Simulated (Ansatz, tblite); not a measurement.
# The cluster Ge₃Cl: competing shapes

Which shape does the cluster Ge₃Cl prefer? Candidates from a tight-binding search are relaxed and compared.

Program: Ansatz 0.2.0, Gaussian basis. Level of theory: relaxed with r2SCAN-D4/def2-SVP, doublet. These are calculated values, not measurements.

2 further runs of the same task are left out: 2 set aside as unsound or not needed. Runs told in other sessions of the task aren't counted.

### Step 1. The starting structure

4 atoms, charge 0, spin multiplicity 2.

Atoms are counted from 1 here; the program's logs count them from 0.

Bond lengths: Ge1–Ge2 2.401 Å, Ge1–Cl4 2.448 Å, Ge2–Ge3 2.401 Å, Ge3–Cl4 2.448 Å. Angles: Ge2–Ge1–Cl4 113.0°, Ge1–Ge2–Ge3 66.9°, Ge2–Ge3–Cl4 113.0°, Ge1–Cl4–Ge3 65.5°.

A search from random starts with GFN2-xTB found 5 distinct shapes; 2 go on here. The structure above is candidate A, which lies 0.00 eV above the lowest at that level; B lies 0.60 eV above the lowest at that level.

### Step 2. Relaxing candidate A

Contents of in.yaml:

```yaml
crystal:
  periodic: [false, false, false]
  atoms:
    - {symbol: Ge, position_ang: [-1.218010, -0.517180, 0.111070]}
    - {symbol: Ge, position_ang: [0.524480, -1.527980, -1.196040]}
    - {symbol: Ge, position_ang: [1.152880, 0.598300, -0.275120]}
    - {symbol: Cl, position_ang: [-0.459350, 1.446860, 1.360100]}
basis:
  gaussian: {orbitals: def2-SVP}
magnetization: {spin_polarized: true, initial_magnetization: 1}
hamiltonian: {xc: r2scan, dispersion: d4}
scf: {lower_state_search: "off"}
output: {orbitals: {seedname: orbitals}}
relax: {f_tol: 0.02, max_steps: 100}
```

The run is started by

```console
$ ansatz run in.yaml --threads 4 --pin off --events-out ev --progress --plain --max-ram 4787MiB
```

Log (excerpt; [...] marks lines left out):

```text
Functional definition: r2SCAN
  name "r2SCAN"
  cite "Furness, Kaplan, Ning, Perdew & Sun, J. Phys. Chem. Lett. 11, 8208 (2020) doi:10.1021/acs.jpclett.0c02405"
  cite "Furness, Kaplan, Ning, Perdew & Sun, J. Phys. Chem. Lett. 11, 9248 (2020) doi:10.1021/acs.jpclett.0c03077"
  parent r2scan
[...]
1248 factors; their error is unknown
[...]
mean field -182051.56416103 eV, -6690.2715839355 hartree, gradient 3.8e-6 eV, S^2 0.761013; 0 other end points of the search recorded, 0 dependent functions left out
[...]
reference -182051.56417104 eV, -6690.2715843036 hartree; 57, 56 occupied and 57, 58 virtual orbitals, 1248 factors
relax step   1: F+E_penalty+E_count = -182051.60278971 eV  Δ(F+E_penalty+E_count) = +0.000e0 eV  max|allowed force component| = 2.512e-1 eV/Å  Δτ_max = 0.0000 Å  (19 SCF iters, accepted)
[...]
relax step   2: F+E_penalty+E_count = -182051.60901518 eV  Δ(F+E_penalty+E_count) = -6.225e-3 eV  max|allowed force component| = 5.147e-2 eV/Å  Δτ_max = 0.0233 Å  (26 SCF iters, accepted)
[...]
relax step   3: F+E_penalty+E_count = -182051.60960376 eV  Δ(F+E_penalty+E_count) = -5.886e-4 eV  max|allowed force component| = 1.120e-2 eV/Å  Δτ_max = 0.0096 Å  (25 SCF iters, accepted)
Total energy: -182051.60961380 eV, -6690.2732542941 hartree
Atom 0 at    -1.233021    -0.526025     0.105235 Å, force    -0.003312     0.001104    -0.001062 eV/Å
Atom 1 at     0.526389    -1.531351    -1.193031 Å, force    -0.001950     0.006419     0.009162 eV/Å
Atom 2 at     1.167210     0.603401    -0.285676 Å, force     0.001078     0.003674    -0.001502 eV/Å
Atom 3 at    -0.460579     1.453975     1.373482 Å, force     0.004185    -0.011197    -0.006597 eV/Å
Dipole moment:     0.022829    -0.071239    -0.065490 e Å
Checks for a lower state left out: stability, starts, cluster_reference, orbital_swaps, neighbouring_geometries, increment
```

Run time: 7.5 s. Hardware: 4 threads of Arm Neoverse V2, shared host.

The steps of the relaxation:

| step | energy from step 1 (eV) | largest force component (eV/Å) |
| --- | --- | --- |
| 1 | 0.0000 | 0.2512 |
| 2 | -0.0062 | 0.0515 |
| 3 | -0.0068 | 0.0112 |

Close pairs (by a distance rule), those that changed most:

| bond | before (Å) | after (Å) | change (Å) |
| --- | --- | --- | --- |
| Ge1–Ge3 | 2.649 | 2.681 | +0.033 |
| Ge3–Cl4 | 2.448 | 2.475 | +0.027 |
| Ge1–Cl4 | 2.448 | 2.475 | +0.027 |
| Ge2–Ge3 | 2.401 | 2.406 | +0.006 |
| Ge1–Ge2 | 2.401 | 2.407 | +0.005 |

### Step 3. Relaxing candidate B

Contents of in.yaml:

```yaml
crystal:
  periodic: [false, false, false]
  atoms:
    - {symbol: Ge, position_ang: [1.876870, -0.362330, -0.173410]}
    - {symbol: Ge, position_ang: [-0.033660, -2.048010, -0.139090]}
    - {symbol: Ge, position_ang: [-0.485670, 0.207420, -0.054330]}
    - {symbol: Cl, position_ang: [-1.357540, 2.202920, 0.366840]}
basis:
  gaussian: {orbitals: def2-SVP}
magnetization: {spin_polarized: true, initial_magnetization: 1}
hamiltonian: {xc: r2scan, dispersion: d4}
scf: {lower_state_search: "off"}
output: {orbitals: {seedname: orbitals}}
relax: {f_tol: 0.02, max_steps: 100}
```

The command is unchanged.

Log (excerpt; [...] marks lines left out):

```text
Functional definition: r2SCAN
  name "r2SCAN"
  cite "Furness, Kaplan, Ning, Perdew & Sun, J. Phys. Chem. Lett. 11, 8208 (2020) doi:10.1021/acs.jpclett.0c02405"
  cite "Furness, Kaplan, Ning, Perdew & Sun, J. Phys. Chem. Lett. 11, 9248 (2020) doi:10.1021/acs.jpclett.0c03077"
  parent r2scan
[...]
1248 factors; their error is unknown
[...]
mean field -182051.34711123 eV, -6690.2636075027 hartree, gradient 7.8e-6 eV, S^2 0.761990; 0 other end points of the search recorded, 0 dependent functions left out
[...]
reference -182051.34712103 eV, -6690.2636078627 hartree; 57, 56 occupied and 57, 58 virtual orbitals, 1248 factors
relax step   1: F+E_penalty+E_count = -182051.38537813 eV  Δ(F+E_penalty+E_count) = +0.000e0 eV  max|allowed force component| = 6.135e-1 eV/Å  Δτ_max = 0.0000 Å  (22 SCF iters, accepted)
[...]
relax step   3: F+E_penalty+E_count = -182051.42206140 eV  Δ(F+E_penalty+E_count) = -6.968e-3 eV  max|allowed force component| = 4.112e-2 eV/Å  Δτ_max = 0.0479 Å  (25 SCF iters, accepted)
[...]
relax step   4: F+E_penalty+E_count = -182051.42350267 eV  Δ(F+E_penalty+E_count) = -1.441e-3 eV  max|allowed force component| = 5.612e-3 eV/Å  Δτ_max = 0.0364 Å  (25 SCF iters, accepted)
Total energy: -182051.42351240 eV, -6690.2664151938 hartree
Atom 0 at     1.880804    -0.350452    -0.181567 Å, force    -0.004921    -0.001573     0.000073 eV/Å
Atom 1 at    -0.037856    -2.021001    -0.182806 Å, force     0.005612     0.001788    -0.001169 eV/Å
Atom 2 at    -0.512558     0.192688     0.056798 Å, force    -0.004273     0.000128     0.002450 eV/Å
Atom 3 at    -1.330390     2.178765     0.307584 Å, force     0.003583    -0.000343    -0.001354 eV/Å
Dipole moment:     0.040829    -0.212433    -0.022905 e Å
Checks for a lower state left out: stability, starts, cluster_reference, orbital_swaps, neighbouring_geometries, increment
```

It took 10 s on 4 threads of Arm Neoverse V2, shared host.

Relaxation path:

```
step  energy from step 1 (eV)  largest force component (eV/Å)
   1                   0.0000                          0.6135
   2                  -0.0297                          0.1676
   3                  -0.0367                          0.0411
   4                  -0.0381                          0.0056
```

Close pairs (by a distance rule), those that changed most:

```
   bond  before (Å)  after (Å)  change (Å)
Ge3–Cl4       2.218      2.162      -0.056
Ge1–Ge3       2.433      2.466      +0.033
Ge2–Ge3       2.302      2.277      -0.025
Ge1–Ge2       2.548      2.544      -0.004
```

### Step 4. The relaxed candidates

```csv
candidate,point group,"bonds (count, mean Å)",energy above the lowest (kJ/mol)
A,Cs,"Ge–Ge 2, 2.41; Cl–Ge 2, 2.48",0.0
B,Cs,"Ge–Ge 3, 2.43; Cl–Ge 1, 2.16",18.0
```

### Step 5. Candidate B, GFN1-xTB

Tight binding, by tblite at 300 K electronic temperature and without a spin-polarisation term:

```python
tblite.interface.Calculator('GFN1-xTB', numbers, positions, charge=0, uhf=1).singlepoint()
```

Energy -251.5138 eV; 0.004 s.

### Step 6. Candidate B, GFN2-xTB

Tight binding, by tblite at 300 K electronic temperature and without a spin-polarisation term:

```python
tblite.interface.Calculator('GFN2-xTB', numbers, positions, charge=0, uhf=1).singlepoint()
```

Energy -281.8391 eV; 0.004 s.

### Step 7. Candidate B, PBE0-D4/def2-TZVP

start.molden holds the orbitals of an earlier run on this state, given as this run's starting guess.

Contents of in.yaml:

```yaml
crystal:
  periodic: [false, false, false]
  atoms:
    - {symbol: Ge, position_ang: [1.880804, -0.350452, -0.181567]}
    - {symbol: Ge, position_ang: [-0.037856, -2.021001, -0.182806]}
    - {symbol: Ge, position_ang: [-0.512558, 0.192688, 0.056798]}
    - {symbol: Cl, position_ang: [-1.330390, 2.178765, 0.307584]}
basis:
  gaussian: {orbitals: def2-TZVP, initial_orbitals: start.molden}
magnetization: {spin_polarized: true, initial_magnetization: 1}
hamiltonian: {xc: pbe0, dispersion: d4}
scf: {omitted_lower_state_checks: [starts]}
output: {orbitals: {seedname: orbitals}}
```

Same command.

Log (excerpt; [...] marks lines left out):

```text
Functional definition: PBE0
  name "PBE0"
  cite "Adamo & Barone, J. Chem. Phys. 110, 6158 (1999) doi:10.1063/1.478522"
  cite "Perdew, Burke & Ernzerhof, Phys. Rev. Lett. 77, 3865 (1996) doi:10.1103/PhysRevLett.77.3865"
  parent pbe
[...]
1190 factors; integrals over basis functions are off by at most 1.1e-3 eV
[...]
mean field -182052.73862307 eV, -6690.3147446196 hartree, gradient 4.0e-5 eV, S^2 0.758236; 0 other end points of the search recorded, 0 dependent functions left out
reference -182052.73864688 eV, -6690.3147454945 hartree; 57, 56 occupied and 124, 125 virtual orbitals, 1190 factors
Total energy: -182052.90732096 eV, -6690.3209441525 hartree
Checks for a lower state left out: starts
```

Wall time 6 s (4 threads of Arm Neoverse V2, shared host); peak memory 0.69 GiB.

From the report: HOMO -6.17 eV, LUMO -3.79 eV (over both spins); ⟨S²⟩ 0.758 (pure: 0.75).

### Step 8. Candidate B, PBE-D4/def2-TZVP

Changes to in.yaml since step 7:

```diff
@@ -10,4 +10,4 @@
 magnetization: {spin_polarized: true, initial_magnetization: 1}
-hamiltonian: {xc: pbe0, dispersion: d4}
+hamiltonian: {xc: pbe, dispersion: d4}
 scf: {omitted_lower_state_checks: [starts]}
-output: {orbitals: {seedname: orbitals}}
+output: {forces: true, orbitals: {seedname: orbitals}}
```

Same command.

Log (excerpt; [...] marks lines left out):

```text
Functional definition: PBE
  name "PBE"
  cite "Perdew, Burke & Ernzerhof, Phys. Rev. Lett. 77, 3865 (1996) doi:10.1103/PhysRevLett.77.3865"
  parent pbe
[...]
1330 factors; their error is unknown
[...]
mean field -182047.86051513 eV, -6690.1354774593 hartree, gradient 3.2e-5 eV, S^2 0.753811; 0 other end points of the search recorded, 0 dependent functions left out
[...]
reference -182047.86054684 eV, -6690.1354786246 hartree; 57, 56 occupied and 124, 125 virtual orbitals, 1330 factors
Total energy: -182048.05587026 eV, -6690.1426566278 hartree
Atom 0 at     1.880804    -0.350452    -0.181567 Å, force     0.315107     0.084019    -0.017332 eV/Å
Atom 1 at    -0.037856    -2.021001    -0.182806 Å, force    -0.079194    -0.388162    -0.030031 eV/Å
Atom 2 at    -0.512558     0.192688     0.056798 Å, force    -0.210297     0.226448     0.039020 eV/Å
Atom 3 at    -1.330390     2.178765     0.307584 Å, force    -0.025616     0.077694     0.008342 eV/Å
Dipole moment:     0.077204    -0.254262    -0.029637 e Å
Checks for a lower state left out: starts
```

Wall time 2.8 s (4 threads of Arm Neoverse V2, shared host).

Report: HOMO -5.22 eV, LUMO -4.47 eV (over both spins); ⟨S²⟩ 0.754 (pure: 0.75).

### Step 9. Candidate B, r2SCAN-D4/def2-TZVP

Changes to in.yaml since step 8:

```diff
@@ -10,4 +10,4 @@
 magnetization: {spin_polarized: true, initial_magnetization: 1}
-hamiltonian: {xc: pbe, dispersion: d4}
+hamiltonian: {xc: r2scan, dispersion: d4}
 scf: {omitted_lower_state_checks: [starts]}
-output: {forces: true, orbitals: {seedname: orbitals}}
+output: {orbitals: {seedname: orbitals}}
```

Launched as before.

Log:

```text
Functional definition: r2SCAN
  name "r2SCAN"
  cite "Furness, Kaplan, Ning, Perdew & Sun, J. Phys. Chem. Lett. 11, 8208 (2020) doi:10.1021/acs.jpclett.0c02405"
  cite "Furness, Kaplan, Ning, Perdew & Sun, J. Phys. Chem. Lett. 11, 9248 (2020) doi:10.1021/acs.jpclett.0c03077"
  parent r2scan
  parameter k0 = 0.174
  parameter k1 = 0.065
  parameter a1 = 4.9479
  exchange = r2scan_x(k0 = k0, k1 = k1, a1 = a1)
  correlation = r2scan_c
these checks for a lower state are left out or cut short: starts
1330 factors; their error is unknown
mean field evaluation 1: about -182076.6095 eV, gradient 7.9e0 eV
mean field evaluation 2: about -182076.6827 eV, gradient 1.3e-1 eV
mean field evaluation 4: about -182076.6562 eV, gradient 1.2e-3 eV
mean field -182076.65615900 eV, -6691.1936978532 hartree, gradient 2.9e-5 eV, S^2 0.761519; 0 other end points of the search recorded, 0 dependent functions left out
reference -182076.65616956 eV, -6691.1936982412 hartree; 57, 56 occupied and 124, 125 virtual orbitals, 1330 factors
Total energy: -182076.69463668 eV, -6691.1951118818 hartree
Checks for a lower state left out: starts
```

It took 7.5 s on 4 threads of Arm Neoverse V2, shared host.

HOMO -5.59 eV, LUMO -4.36 eV (over both spins); ⟨S²⟩ 0.762 (pure: 0.75).

### Step 10. Candidate B, PBE-QIDH/def2-TZVP

Changes to in.yaml since step 9:

```diff
@@ -10,4 +10,3 @@
 magnetization: {spin_polarized: true, initial_magnetization: 1}
-hamiltonian: {xc: r2scan, dispersion: d4}
+hamiltonian: {xc: {name: PBE-QIDH}}
 scf: {omitted_lower_state_checks: [starts]}
-output: {orbitals: {seedname: orbitals}}
```

Same command.

Log (excerpt; [...] marks lines left out):

```text
Functional definition: PBE-QIDH
  name "PBE-QIDH"
  cite "Brémond, Sancho-García, Pérez-Jiménez & Adamo, J. Chem. Phys. 141, 031101 (2014) doi:10.1063/1.4890314"
  cite "Perdew, Burke & Ernzerhof, Phys. Rev. Lett. 77, 3865 (1996) doi:10.1103/PhysRevLett.77.3865"
[...]
1190 factors; integrals over basis functions are off by at most 1.1e-3 eV
[...]
mean field -182014.10131235 eV, -6688.8948496400 hartree, gradient 1.6e-6 eV, S^2 0.773393; 0 other end points of the search recorded, 0 dependent functions left out
32 core orbitals not correlated: weight in the atoms' cores, before any rotation towards them, 1.000 or more for the frozen orbitals, at most 0.000 for the correlated occupied ones
reference -182014.10132212 eV, -6688.8948499988 hartree; 25, 24 occupied and 124, 125 virtual orbitals, 1190 factors
second order -27.38736743 eV of doubles, -0.00000000 eV of singles
Total energy: -182023.23044459 eV, -6689.2303390618 hartree
Checks for a lower state left out: starts
```

Wall time 11 s (4 threads of Arm Neoverse V2, shared host); peak memory 0.77 GiB.

⟨S²⟩ 0.773 (pure: 0.75).

### Step 11. Candidate B, r2SCANh-D4/def2-TZVP

Changes to in.yaml since step 10:

```diff
@@ -10,3 +10,4 @@
 magnetization: {spin_polarized: true, initial_magnetization: 1}
-hamiltonian: {xc: {name: PBE-QIDH}}
+hamiltonian: {xc: {name: r2SCANh}, dispersion: d4}
 scf: {omitted_lower_state_checks: [starts]}
+output: {orbitals: {seedname: orbitals}}
```

The command is unchanged.

Log (excerpt; [...] marks lines left out):

```text
Functional definition: r2SCANh
  name "r2SCANh"
  cite "Bursch, Neugebauer, Ehlert & Grimme, J. Chem. Phys. 156, 134105 (2022) doi:10.1063/5.0086040"
  cite "Furness, Kaplan, Ning, Perdew & Sun, J. Phys. Chem. Lett. 11, 8208 (2020) doi:10.1021/acs.jpclett.0c02405"
  cite "Furness, Kaplan, Ning, Perdew & Sun, J. Phys. Chem. Lett. 11, 9248 (2020) doi:10.1021/acs.jpclett.0c03077"
  parent r2scan
[...]
1190 factors; integrals over basis functions are off by at most 1.1e-3 eV
[...]
mean field -182075.89673271 eV, -6691.1657894516 hartree, gradient 2.5e-5 eV, S^2 0.763262; 0 other end points of the search recorded, 0 dependent functions left out
reference -182075.89674237 eV, -6691.1657898067 hartree; 57, 56 occupied and 124, 125 virtual orbitals, 1190 factors
Total energy: -182075.94137693 eV, -6691.1674300965 hartree
Checks for a lower state left out: starts
```

Wall time 10 s (4 threads of Arm Neoverse V2, shared host); peak memory 0.75 GiB.

HOMO -5.92 eV, LUMO -4.09 eV (over both spins); ⟨S²⟩ 0.763 (pure: 0.75).

### Step 12. Candidate B, CCSD(T)/def2-SVP

Changes to in.yaml since step 11:

```diff
@@ -8,6 +8,6 @@
 basis:
-  gaussian: {orbitals: def2-TZVP, initial_orbitals: start.molden}
+  gaussian: {orbitals: def2-SVP, initial_orbitals: start.molden}
 magnetization: {spin_polarized: true, initial_magnetization: 1}
-hamiltonian: {xc: {name: r2SCANh}, dispersion: d4}
-scf: {omitted_lower_state_checks: [starts]}
+correlation: {method: ccsd_t}
+scf: {omitted_lower_state_checks: [starts, cluster_reference]}
 output: {orbitals: {seedname: orbitals}}
```

The command is unchanged.

Log (excerpt; [...] marks lines left out):

```text
Functional definition: HF
  name "HF"
  cite "Fock, Z. Phys. 61, 126 (1930) doi:10.1007/BF01340294"
  parent pbe
[...]
1097 factors; integrals over basis functions are off by at most 5.9e-4 eV
[...]
mean field -181899.02995123 eV, -6684.6660551170 hartree, gradient 2.3e-6 eV, S^2 0.801220; 0 other end points of the search recorded, 0 dependent functions left out
32 core orbitals not correlated: weight in the atoms' cores, before any rotation towards them, 1.000 or more for the frozen orbitals, at most 0.000 for the correlated occupied ones
reference -181899.02995123 eV, -6684.6660551170 hartree; 25, 24 occupied and 57, 58 virtual orbitals, 1097 factors
second order -20.98369371 eV of doubles, -0.00000000 eV of singles
cycle   1  -20.03710561 eV  change    9.5e-1 eV  update   1.4e-1
[...]
cycle  15  -20.85697295 eV  change    4.2e-5 eV  update   2.7e-5
perturbative correction -0.91926975 eV, -0.0337825401 hartree
Total energy: -181920.80619394 eV, -6685.4663172758 hartree
Checks for a lower state left out: starts, cluster_reference
```

It took 26 s on 4 threads of Arm Neoverse V2, shared host; peak memory 1 GiB.

From the report: Hartree-Fock HOMO -7.91 eV, LUMO -0.69 eV (over both spins); ⟨S²⟩ 0.801 (pure: 0.75); T1 0.016.

### Step 13. B against A

The energies of A at these levels come from its own runs, whose logs aren't repeated here.

Differences are taken before rounding.

```csv
method,B above A (kJ/mol),from CCSD(T)/def2-SVP (kJ/mol),time
GFN1-xTB,-47.4,-53.5,0.008 s
GFN2-xTB,57.2,+51.1,0.008 s
HF/def2-SVP,-7.6,-13.8,
PBE-D4/def2-TZVP,26.6,+20.4,5.4 s
r2SCAN-D4/def2-TZVP,15.7,+9.5,16 s
r2SCANh-D4/def2-TZVP,13.3,+7.2,20 s
PBE0-D4/def2-TZVP,16.1,+10.0,12 s
PBE-QIDH/def2-TZVP,5.7,-0.4,21 s
MP2/def2-SVP,-4.0,-10.2,
CCSD/def2-SVP,2.5,-3.7,
CCSD(T)/def2-SVP,6.1,0,54 s
```

Among the levels timed on like hardware and quicker than the yardstick, those that no quicker one beats, quickest first: GFN2-xTB (0.008 s, +51.1 kJ/mol); PBE-D4/def2-TZVP (5.4 s, +20.4 kJ/mol); PBE0-D4/def2-TZVP (12 s, +10.0 kJ/mol); r2SCAN-D4/def2-TZVP (16 s, +9.5 kJ/mol); r2SCANh-D4/def2-TZVP (20 s, +7.2 kJ/mol); PBE-QIDH/def2-TZVP (21 s, -0.4 kJ/mol).

Times add the two runs; a level without a time comes out of a correlated run.

### Step 14. Summary of results

```
                   quantity                                value
B above A, CCSD(T)/def2-SVP                          +6.1 kJ/mol
    levels that put B lower  GFN1-xTB, HF/def2-SVP, MP2/def2-SVP
```

**Reading.** The levels disagree on B and A: 3 of 11 put B lower. The yardstick is in a double-zeta basis, so levels in larger sets aren't compared like for like. The reference is CCSD(T) in one finite basis, so it carries an error of its own, often a tenth of an eV or more, and near misses can't be ranked. A random search of this size may have missed the true lowest shape. Only doublets are compared; another spin may lie lower and prefer another shape.
